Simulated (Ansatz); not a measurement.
Elastic constant C12 of some fcc solids

Method: r²SCAN in Ansatz (PAW). References are measured values at low temperature.

Values in GPa.

```
solid   reference  r²SCAN  error (%)
------  ---------  ------  ---------
fcc Pt        254     242       -4.7
fcc Cu       125¶     143      +14.4
fcc Au       170¶     144      -15.3
fcc Al       61.9    73.3      +18.4
fcc Ag       97.3    92.7       -4.7
fcc Pd       176¶     170       -3.4
```

Over these 6 solids the mean error is +0.8 %, the mean absolute error 10.2 % (median 9.6 %), and the worst case fcc Al at +18.4 %; the value is below the reference in 4 of 6 cases.

All these references are low-temperature values that still hold zero-point motion.

Spin–orbit coupling is left out, also for the solids with elements from indium on (fcc Pt, fcc Au); its size isn't shown.

¶ marks references of a special kind: fcc Cu, 125 GPa (measured, 0 K, extrapolated to 0 K; zero-point effects included; as tabulated in Malica and Corso (2021), arXiv:2109.00459); fcc Au, 170 GPa (measured, 0 K, extrapolated to 0 K; zero-point effects included; as tabulated in Malica and Corso (2021), arXiv:2109.00459); fcc Pd, 176 GPa (measured, 0 K, extrapolated to 0 K; zero-point effects included; as tabulated in Malica and Corso (2021), arXiv:2109.00459).

Differences are worked out from the printed values.

Each level is taken at its own relaxed cell. Ansatz's density-functional and Hartree–Fock values are scalar-relativistic unless marked +SOC, with PAW data made under PBE.

Ansatz's runs of these crystals have no spin polarisation. Meta-GGAs and exact exchange favour moments, which can bear on fcc Pt, fcc Pd.

Not in this set, of the fcc solids with a reference value in our tables and a result at some level: 3 for a reference at room or unstated temperature; 1 for a run that failed a test (r²SCAN). These can be a level's best or worst cases. Solids without a released value at any level aren't counted. L1₀ solids are left out, as their cells have other axes than the references. Layered and molecular crystals are counted apart. The metals Ce to Yb are counted apart.

References as tabulated in Li et al. (2021), arXiv:2102.01972; Malica and Corso (2021), arXiv:2109.00459.

Ansatz is a program for electronic structure.
